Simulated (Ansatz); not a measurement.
C₃H₃F, SMILES CC#CF, a ladder of methods at one geometry

With the Ansatz DFT code, driven from Python.

The script reads `c3h3f.xyz`:
```text
7

C     0.00260    0.94010   -0.05990
C     0.00660   -0.47510    0.02780
C     0.02380   -1.66720    0.09730
F     0.18230   -2.99640    0.19980
H    -0.13850    1.29290   -1.13300
H    -0.90340    1.39650    0.47970
H     0.88790    1.44110    0.34260
```

The cells in order, each with its output:

**Cell 1**
```python
import ansatz as az

mol = az.Crystal.molecule_from_extxyz("c3h3f.xyz")

job = mol.calculation().basis(gaussian="def2-SVP")
```

**Cell 2**
```python
methods = ["mp2", "ccsd", "ccsd_t"]
reports = [job.correlation(m).run().report for m in methods]
print(f"Hartree-Fock reference {reports[0]['reference_energy_ev'] / 27.211386246:.6f} Ha")
best = reports[-1]["free_energy_ev"] - reports[-1]["reference_energy_ev"]
for method, each in zip(methods, reports):
    gained = each["free_energy_ev"] - each["reference_energy_ev"]
    print(f"{method:8s} total {each['free_energy_ev'] / 27.211386246:.6f} Ha  correlation {gained:9.4f} eV  ({100 * gained / best:.1f} % of the last)")
```
Output:
```text
Hartree-Fock reference -214.513215 Ha
mp2      total -215.090592 Ha  correlation  -15.7112 eV  (92.7 % of the last)
ccsd     total -215.116620 Ha  correlation  -16.4195 eV  (96.9 % of the last)
ccsd_t   total -215.136039 Ha  correlation  -16.9479 eV  (100.0 % of the last)
```

What to keep in mind:
- Total energies depend on the basis set; only differences at equal settings carry meaning.
- The geometry is a force-field or estimated start, not a minimum of this method, and the basis set is short of its limit. A lower total doesn't mark the better method: functionals have no common bound, and MP2 and coupled cluster aren't variational.
- Inner cores stay frozen, so this is valence correlation.
- Hardware and time: 4.6 s on 1 thread of Arm Neoverse V2, with other jobs on the host, peak memory 0.26 GiB.
